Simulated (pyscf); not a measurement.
Elementary routes open to `[CH3][NH2]` + `[AlH3]` in the gas phase (singlet surface):
A. `[CH3][AlH2]` + `[NH3]` (C–N, Al–H broken; Al–C, H–N formed)
B. `[CH4]` + `[NH2][AlH2]` (C–N, Al–H broken; C–H, Al–N formed)

Optimised with ωB97X-D3(BJ)/def2-SVP in PySCF.

Q: Rank the routes by free-energy barrier at 600 K, lowest first, for ωB97M-D3(BJ)/def2-TZVP energies (ideal gas, 1 atm, RRHO with modes under 100 cm⁻¹ raised to 100, one conformer, R ln 2 for chiral ones without a mode under 150 cm⁻¹).

A: B (2.75 eV), A (3.69 eV)

Route B is the fastest of these, ahead of the next by 0.94 eV. The most stable products are those of B (ΔG = -1.90 eV), so kinetics and thermodynamics agree. At 1200 K B is still the fastest. A: On the reactant side the descent ends in an adduct with a Al–N contact, 1.55 eV under the separated species and 4.66 eV under the saddle at ωB97X-D3(BJ)/def2-TZVP. On the product side the descent ends in an adduct with a Al–N contact, 1.33 eV under the separated species and 5.30 eV under the saddle at ωB97X-D3(BJ)/def2-TZVP. B: On the reactant side the descent ends in an adduct with a Al–N contact, 1.55 eV under the separated species and 3.48 eV under the saddle at ωB97X-D3(BJ)/def2-TZVP. Only these routes are compared; each barrier is that of the saddle found, and lower ones may exist. A restricted solution here is unstable towards spin polarisation, so biradical character is likely and single-reference numbers are less safe.
